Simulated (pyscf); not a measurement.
This saddle point was located with ωB97X-D3(BJ)/def2-SVP in PySCF.

```
C
O 1 1.2871
H 1 1.1079 2 119.02
H 1 1.1092 3 113.79 2 -149.84
H 2 1.2470 1 104.69 3 114.31
H 1 1.4279 3 96.87 4 -97.72
Si 6 1.7025 1 124.88 3 -120.63
H 7 1.5081 6 103.96 1 110.56
H 7 1.5088 8 101.49 6 -114.47
```

Surface: singlet, charge 0. Lowest wavenumbers (cm⁻¹): 1741i, 73, 235, 375, 510.

Which two sides does it connect, and which bonds change?

SiH₂ [singlet] + H₃C–OH <-> SiH₄ + H₂C=O, a concerted two-bond exchange read from left to right: C–H, H–O broken and H–Si, H–Si formed. At CCSD(T)/def2-TZVPP + ΔMP2(QZVPP) it lies +100.5 kJ/mol from the left side and +232.8 kJ/mol from the right (each side as separated species at their lowest minima found). On the reactant side the descent ends in a complex, 26.0 kJ/mol under the separated species and 110.5 kJ/mol under the saddle at ωB97X-D3(BJ)/def2-TZVP. At ωB97X-D3(BJ)/def2-TZVP the barrier from the zero used here is 84.6 kJ/mol. The same reactants have a lower exit, to H₃C–O–SiH: [singlet] + H₂ (barrier -2.9 kJ/mol at ωB97M-D3(BJ)/def2-TZVP, against +96.4 kJ/mol here). One saddle was located; it need not be the lowest between these sides. The CCSD(T) − MP2 part came from Ansatz, without density fitting, on the same reference.
